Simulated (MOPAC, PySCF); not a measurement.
F$_{4}$Si, SMILES `F[Si](F)(F)F`, neutral singlet in the gas phase. 

Cartesian coordinates (Å):
SMILES: F[Si](F)(F)F
```xyz
5

F      1.5193    -0.2617    -0.2496
Si     0.0000     0.0000     0.0000
F     -0.2515     1.5371     0.1148
F     -0.8300    -0.5758    -1.1911
F     -0.4378    -0.6996     1.3259
```
Charge 0, multiplicity 1.

All levels are single points at this geometry (PBE0-D3(BJ)/def2-TZVP); Pople sets use spherical d functions. Orbital energies aren't observables, and empty levels follow the basis.

HF/6-31G* in PySCF gives gap (eV) = 22.76.

**Question.** Estimate the gap (eV) from each of these levels: PBE-D3(BJ)/def2-TZVP in PySCF; TPSSh-D3(BJ)/def2-TZVP in PySCF; B3LYP/3-21G in PySCF; B3LYP/6-311+G** in PySCF; B3LYP/6-31G* in PySCF; M06-2X/6-31G* in PySCF; SVWN5/6-31G* in PySCF; HF/3-21G in PySCF; HF/STO-3G in PySCF; AM1 in MOPAC; PM3 in MOPAC; PM6 in MOPAC.

**Answer.** 
```
level                            gap (eV)
-------------------------------  --------
PBE-D3(BJ)/def2-TZVP in PySCF       10.06
TPSSh-D3(BJ)/def2-TZVP in PySCF     11.72
B3LYP/3-21G in PySCF                11.86
B3LYP/6-311+G** in PySCF            11.74
B3LYP/6-31G* in PySCF               12.36
M06-2X/6-31G* in PySCF              16.25
SVWN5/6-31G* in PySCF                9.77
HF/3-21G in PySCF                   22.92
HF/STO-3G in PySCF                  24.17
AM1 in MOPAC                        16.89
PM3 in MOPAC                        16.26
PM6 in MOPAC                        15.44
```
